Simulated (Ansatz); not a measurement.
GeS (Pnma, No. 62) was calculated with PBE in Ansatz (PAW).

Numerical settings: plane-wave cutoff 520 eV, 16×14×6 k mesh (along the axes of the cell as run), Fermi–Dirac smearing 0.05 eV, scalar-relativistic PAW data made under PBE.

Properties against volume:

Shape and atoms are relaxed at each volume.

| V (Å³/atom) | P (GPa) | direct gap at Γ (eV) |
|---|---|---|
| 21.152 | 0.81 | 1.220 |
| 21.593 | 0.37 | 1.227 |
| 22.034 | 0.00 | 1.244 |
| 22.474 | -0.28 | 1.256 |
| 22.915 | -0.49 | 1.259 |

The gap at Γ does not follow one straight line over these volumes.

Measured, for comparison: band gap 1.65 eV (room temperature, no zero-point or thermal correction, our sources range from 1.58 to 1.65; as tabulated in Setten et al. (2017), arXiv:1709.07349).

Note: the volume lies 8 % above that of the published cell; the bulk modulus comes from volumes at which shape and atoms were relaxed; the cell has widely spaced layers and the level no dispersion term, so their spacing and the moduli can rest on weak binding.

Spin–orbit coupling is not included.

Ansatz is an electronic-structure program.
